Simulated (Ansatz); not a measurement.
Basis sets over 5 cases of the atomisation energy at HF with Ansatz (elements up to F), each against its own reference: (a) the value in aug-pcseg-3; (b) the value in def2-QZVPPD; (c) the value in pcseg-4 (pcseg sets are built for DFT). By their distance from other large sets or by the extrapolation step the references are unsure by up to roughly 0.60 kcal/mol. B3LYP-D3(BJ)/def2-TZVP geometries; electronic energies; unrestricted open shells; no added dispersion term; no relativity. Cartesian d functions in some cases of 6-31+G*. 

Cases are drawn at random; left out are references unsure by over 0.67 kcal/mol, doubtful singlets, and cases whose largest runs show a restricted determinant unstable towards unrestricted orbitals, <S^2> over 0.1 too high or, where CCSD(T) ran, T1 over 0.025 (0.045 for open shells). Sets are drawn from those converged to one state in every case.

Cases (SMILES) and reference values:
- C1CC=1 → 3 C atom + 4 H atom: 497.83 kcal/mol (b)
- [NH+]#[C-] (C-NH) → C atom + H atom + N atom: 190.17 kcal/mol (c)
- O=[N] (N-O) → N atom + O atom: 54.38 kcal/mol (c)
- C#C (C2H2) → 2 C atom + 2 H atom: 294.88 kcal/mol (a)
- [BH2] (BH2) → B atom + 2 H atom: 143.95 kcal/mol (c)

```csv
basis,"functions over def2-SVP (largest species, mean of cases)",mean signed deviation (kcal/mol),mean absolute,largest,within 2 kcal/mol
3-21G,0.6,-29.01,29.01,54.19,0 of 5
def2-SV(P),0.9,-1.25,1.94,3.39,3 of 5
6-31+G*,1.1,-5.40,5.40,7.17,1 of 5
6-311G**,1.3,-4.18,4.18,5.37,1 of 5
aug-cc-pVDZ,1.7,-6.95,6.95,10.94,0 of 5
def2-TZVPP,2.3,-0.84,0.84,1.30,5 of 5
def2-TZVPD,2.5,-1.21,1.21,1.75,5 of 5
jun-cc-pV(T+d)Z,2.8,-1.18,1.18,1.76,5 of 5
def2-TZVPPD,2.8,-0.83,0.83,1.32,5 of 5
def2-QZVPP,4.5,-0.38,0.39,0.85,5 of 5
```

Among the sets for which every case ran a larger relative (same family, alike in diffuse functions, listed or not), the smallest listed that holds all cases within 2 kcal/mol together with them is def2-TZVPP, at 2.3 times the functions of def2-SVP. Inside, though some case ran no larger relative to test it: def2-QZVPP. Largest deviations of relatives not listed, over the cases that ran them: aug-cc-pVTZ 1.59, aug-cc-pVQZ 0.90, def2-QZVP 0.85, def2-QZVPPD 0.88 kcal/mol. A case lies within its reference's uncertainty of the window's edge in def2-SV(P), def2-TZVPD, jun-cc-pV(T+d)Z, aug-cc-pVTZ. These figures hold for the cases listed.

Ansatz is a first-principles code.
